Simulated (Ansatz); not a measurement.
Rock-salt BaS was calculated with Hartree–Fock in Ansatz (PAW).

Numerical settings: plane-wave cutoff 460 eV, 8×8×8 k mesh, Fermi–Dirac smearing 0.01 eV, scalar-relativistic PAW data made under PBE.

Equation-of-state points:

```
V (Å³/atom)  E − E_lowest (meV/atom)  P (GPa)
-----------  -----------------------  -------
34.542                         11.86    2.208
35.669                          1.57    0.758
36.359                          0.00   -0.017
37.268                          2.74   -0.923
38.177                         10.26   -1.714
```

Q: Estimate the bulk modulus from the pressures at 35.669 and 37.268 Å³/atom, and compare it with a fit to all energies.

A: B = −V dP/dV. Between V = 35.669 and 37.268 Å³/atom, dP/dV = (-0.923 − (0.758))/(37.268 − 35.669) = -1.05 GPa per Å³/atom; at the midpoint 36.468 Å³/atom this gives B ≈ 38.3 GPa. The third-order Birch–Murnaghan fit gives V0 = 36.342 Å³/atom, B0 = 38.8 GPa, B′ = 4.5, which lies 1 % above that estimate.

Measured, for comparison: equilibrium volume per atom 32.60 Å³/atom (room temperature, not corrected to a static lattice; as tabulated in Lucero et al. (2012), arXiv:1111.4515). Computed (rounded) less measured: equilibrium volume per atom +11.5 %.

Note: the cell is over a tenth larger than the published one: the level's own overestimate first of all, though another phase or state, or a fault of the published cell, is possible.

Spin–orbit coupling is not included.

Static lattice: no zero-point or thermal effects.

It cost very roughly 30 core-minutes of CPU time.

Ansatz is a program for electronic structure.
